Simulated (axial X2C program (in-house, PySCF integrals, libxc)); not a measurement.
Working with the constants of PH⁺

A bond curve at the CCSD(T) level, 2c, was computed with an axial X2C code built on PySCF integrals (basis P dyall-v3z [8s7p2d1f], H dyall-v3z [6s2p1d] (cores contracted in-house)) for the state Ω = 1/2 (⟨Sz⟩ = -0.50, ⟨Lz⟩ = 1.00 at HF). Its fit gives Re = 1.4315 Å, ωe = 2372.1 cm⁻¹, ωexe = 41.8 cm⁻¹ and αe = 2.388e-01 cm⁻¹; the masses are 30.9738 and 1.0078 u. Two-component means X2C with spin–orbit coupling and atomic mean-field Coulomb and Gaunt terms.

Correlated methods: 5 electrons correlated (number of frozen shells: P 2 s, 1 p; H none), 101 virtual spin orbitals or spinors in MP2, 67 natural virtuals in coupled cluster.

Find the reduced mass, Be and the force constant.

From the CCSD(T) values: μ = 0.9760 u. Be = 16.8576/(μ Re²) = 8.428 cm⁻¹. k = 5.8918×10⁻⁷ μ ωe² = 3.24 mdyn/Å.

Where do the fundamental and the first overtone lie?

ν(1←0) = ωe − 2ωexe = 2288.5 cm⁻¹; ν(2←0) = 2ωe − 6ωexe = 4493.4 cm⁻¹.

Estimate De from a Morse curve and compare with the computed well depth of 3.411 eV to P+ + H.

De(Morse) = ωe²/(4ωexe) = 4.172 eV against 3.411 eV computed, a ratio of 1.22. The extrapolation overshoots: the well softens faster than a Morse curve, or the lowest atomic limit lies below the one to which the curve heads.

Scale the constants to the deuteride (D 2.0141 u) within the Born–Oppenheimer picture.

ρ = √(μH/μD) = 0.7184; ωe = 1704.1, ωexe = 21.6, Be = 4.35 cm⁻¹; the zero-point energy falls by 329 cm⁻¹.

A Morse curve ties αe to the other constants (Pekeris). How well does that hold?

αe(Morse) = 6Be²/ωe × (√(ωexe/Be) − 1) = 2.205e-01 cm⁻¹; the CCSD(T) curve gives 2.388e-01 cm⁻¹, a ratio of 0.92.

The state is a single determinant with fixed occupations, the lowest that a limited PBE0 search found. De is counted from the lowest determinant-based energies of the atoms at the same level, without counterpoise correction. Coupled cluster ran in a truncated set of natural virtual spinors; the MP2 energy of the rest was added. (T) has no such correction and the atoms are truncated less, which lowers De at CCSD(T) by a hundredth of an eV or more. In 2c an atomic determinant is not the ground J level, so De misses part of the atomic spin–orbit lowering. This holds for CCSD(T).
